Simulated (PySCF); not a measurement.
# Relaxation of quartet AlN₂

All numbers come from UPBE0/[Al def2-TZVP, N def2-TZVP], no relativity, density fitting, PySCF. A (50,194) grid was used.

A hand-made linear start, of D∞h symmetry, held to at least that symmetry:

Coordinates in bohr (charge 0 multiplicity 4):
```
Al    0.0000    0.0000    0.0000
N     0.0000    0.0000    3.2692
N     0.0000    0.0000   -3.2692
```

Optimiser trace:
```
step  E − E(last) (kJ/mol)  largest gradient (Eh/bohr)
   0                 10.23                     0.03340
   1                  0.06                     0.00234
   2                  0.00                     0.00035
   3                  0.00                     0.00001
```

It ends at D∞h with Al–N 1.795 Å (×2); N–Al–N 180.0°. A frequency run shows a minimum. Other isomers or separated fragments may lie lower.

Final geometry:
```xyz
3
charge 0 multiplicity 4, angstrom
Al    0.0000    0.0000    0.0000
N     0.0000    0.0000    1.7952
N     0.0000    0.0000   -1.7952
```

At this level a doublet minimum of C∞v symmetry lies 527 kJ/mol below this structure.

The relaxation took 3.3 s on 4 threads of a shared Arm Neoverse V2 host, with 99 basis functions and 4 gradients; the process peaked at 0.52 GiB.
